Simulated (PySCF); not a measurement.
C₅H₆.
Numbering: `[CH:1]#[C:2][C:3](=[CH2:4])[CH3:5]` (hydrogens: H6 on C1; H7, H8 on C4; H9, H10, H11 on C5)

Method: PBE0-D3(BJ)/def2-TZVP geometry optimisation, gas phase (PySCF 2.14.0); density fitting, grid level 2; the optimiser is geomeTRIC in internal coordinates, started from a GFN2-xTB structure with every atom displaced at random (about 0.01 Å).

Step 0: E = -5275.7023 eV
```
atom  x, y, z in Å  |  force x, y, z in eV/Å
C1      2.3691   -0.4212    0.5258   -4.780   1.284  -1.135
C2      1.2128   -0.0985    0.2483    2.595  -0.776   0.616
C3     -0.1459    0.2261   -0.0749    1.184  -0.566   0.284
C4     -0.4442    1.4818   -0.3597   -1.767   0.056  -0.307
C5     -1.0874   -0.9307   -0.0594   -0.567   0.735   1.162
H6      3.3345   -0.6435    0.7551    2.075  -0.520   0.495
H7      0.2500    2.2793   -0.3598    0.774   0.536   0.052
H8     -1.4797    1.7397   -0.6035    0.278  -0.038   0.039
H9     -0.7703   -1.6797   -0.7424    0.246  -0.755  -0.709
H10    -1.1042   -1.3842    0.9498    0.022   0.136  -0.398
H11    -2.0969   -0.5951   -0.2951   -0.060  -0.092  -0.099
```

Step 1: E = -5275.8185 eV
```
atom  x, y, z in Å  |  force x, y, z in eV/Å
C1      2.3915   -0.2958    0.5095    0.036  -0.379   0.075
C2      1.2189   -0.1736    0.2623    0.146   0.363  -0.026
C3     -0.1330    0.1622   -0.0567    0.165  -0.040  -0.003
C4     -0.4186    1.4334   -0.3441   -0.092   0.091   0.006
C5     -1.1485   -0.9357   -0.0577   -0.002   0.007   0.120
H6      3.4170   -0.4899    0.7416   -0.179   0.080  -0.050
H7      0.3482    2.1976   -0.3295   -0.006  -0.020  -0.008
H8     -1.4282    1.7390   -0.5910   -0.037  -0.030  -0.013
H9     -0.8683   -1.7166   -0.7683   -0.043  -0.014  -0.014
H10    -1.2077   -1.4019    0.9302    0.019  -0.021  -0.030
H11    -2.1334   -0.5446   -0.3120   -0.008  -0.037  -0.057
```

Task: Estimate the geometry and energy of step 2. (The exact step hangs on the optimiser's Hessian estimate; all steps are aligned on step 1, rigid shifts and turns removed.)

Result: E = -5275.8350 eV, largest force 0.585 eV/Å
```
atom  x, y, z in Å  |  force x, y, z in eV/Å
C1      2.3904   -0.3557    0.5206   -0.064  -0.293   0.040
C2      1.2321   -0.1563    0.2619    0.034   0.577  -0.093
C3     -0.1126    0.2025   -0.0608   -0.122  -0.198   0.002
C4     -0.4590    1.4584   -0.3541    0.178   0.014   0.035
C5     -1.1102   -0.9145   -0.0521   -0.053  -0.079   0.051
H6      3.3976   -0.6049    0.7592   -0.005   0.049  -0.010
H7      0.2681    2.2599   -0.3578    0.017   0.005   0.001
H8     -1.4860    1.7074   -0.5968    0.022  -0.035   0.010
H9     -0.8232   -1.6935   -0.7624   -0.009  -0.014  -0.011
H10    -1.1551   -1.3820    0.9353    0.007  -0.011  -0.007
H11    -2.1040   -0.5475   -0.3086   -0.005  -0.015  -0.019
```

The energy changes by -0.0164 eV. The first-order estimate −F·Δx gives -0.0339 eV and the mean of the old and new forces, exact on a quadratic surface, -0.0167 eV. The step makes an angle of 76° with the force vector and moves no atom by more than 0.118 Å.

The cost below is that of the whole optimisation. Hardware: one thread of an Arm Neoverse V1, shared host. Cost: 91 s wall, 0.85 GiB resident at most.
